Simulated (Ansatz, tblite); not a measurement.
# The cluster HgS₂−: one state, many levels

One table from this session's results is given with a row withheld; the runs are named, their logs left out.

The runs use Ansatz 0.2.0, Gaussian basis; as each input shows.

Plan: GFN1-xTB, GFN2-xTB, PBE-D4/def2-TZVPD, r2SCAN-D4/def2-TZVPD, r2SCAN0-D4/def2-TZVPD, BHLYP-D4/def2-TZVPD, ωB97X-V/def2-TZVPD, revPBE-D4/def2-TZVPD, BLYP-D4/def2-TZVPD, PBE-D4/def2-SVPD, PBE0-D4/def2-SVPD, CCSD(T)/def2-TZVPD, RPA/def2-TZVPD.

1 further run of the same task is left out (set aside as unsound or not needed). Runs told in other sessions of the task aren't counted.

## The structure

The geometry is that of the doublet, from an earlier relaxation (PBE-D4/def2-TZVPD). At that level it is the lowest of the isomers that a small search found.

3 atoms, charge -1, spin multiplicity 2.

Bond lengths: Hg1–S2 2.297 Å, Hg1–S3 2.297 Å. Angles: S2–Hg1–S3 180.0°.

Hg takes a core potential in the def2 sets. No spin-orbit coupling is included. The ion is computed in the gas phase, without counter-ions or solvent.

PBE0-D4/def2-TZVPD was run before; its log isn't repeated, and its numbers join the tables.

Set-up of the first run:

Tight binding, by tblite at 300 K electronic temperature and without a spin-polarisation term:

```python
tblite.interface.Calculator('GFN1-xTB', numbers, positions, charge=-1, uhf=1).singlepoint()
```

Tight binding, by tblite at 300 K electronic temperature and without a spin-polarisation term:

```python
tblite.interface.Calculator('GFN2-xTB', numbers, positions, charge=-1, uhf=1).singlepoint()
```

start.molden holds the orbitals of an earlier run on this state, given as this run's starting guess.

The input, in.yaml:

```yaml
crystal:
  periodic: [false, false, false]
  atoms:
    - {symbol: Hg, position_ang: [-0.000008, -0.000013, -0.000003]}
    - {symbol: S, position_ang: [-1.906689, 1.224333, -0.378797]}
    - {symbol: S, position_ang: [1.906697, -1.224319, 0.378800]}
basis:
  gaussian: {orbitals: def2-TZVPD, initial_orbitals: start.molden}
total_charge: -1
magnetization: {spin_polarized: true, initial_magnetization: 1}
hamiltonian: {xc: pbe, dispersion: d4}
scf: {omitted_lower_state_checks: [starts]}
output: {orbitals: {seedname: orbitals}}
```

Launch:

```console
$ ansatz run in.yaml --threads 4 --pin off --events-out ev --progress --plain --max-ram 3916MiB
```

Among the steps run: PBE-D4/def2-TZVPD; r2SCAN-D4/def2-TZVPD; r2SCAN0-D4/def2-TZVPD; BHLYP-D4/def2-TZVPD; ωB97X-V/def2-TZVPD; revPBE-D4/def2-TZVPD; BLYP-D4/def2-TZVPD; PBE-D4/def2-SVPD; PBE0-D4/def2-SVPD; CCSD(T)/def2-TZVPD; RPA/def2-TZVPD.

One of the session's tables, all rows but one given; the rest of the session is left out.

It belongs to the step «Levels side by side». 

```
                level  HOMO (eV)  gap (eV)
     PBE-D4/def2-SVPD      -0.70      0.04
    PBE-D4/def2-TZVPD      -0.68      0.09
 revPBE-D4/def2-TZVPD      -0.62      0.11
   BLYP-D4/def2-TZVPD      -0.54      0.07
 r2SCAN-D4/def2-TZVPD      -0.86      0.33
    PBE0-D4/def2-SVPD      -1.75      1.65
   PBE0-D4/def2-TZVPD      -1.69      1.68
r2SCAN0-D4/def2-TZVPD          ?         ?
  BHLYP-D4/def2-TZVPD      -1.93      2.65
   ωB97X-V/def2-TZVPD      -3.36      4.94
```

Q: Estimate the row for r2SCAN0-D4/def2-TZVPD from the others.

The run gave: HOMO (eV): -1.70; gap (eV): 1.75. In the column «HOMO (eV)» it lies between PBE0-D4/def2-SVPD (-1.75) and PBE0-D4/def2-TZVPD (-1.69).
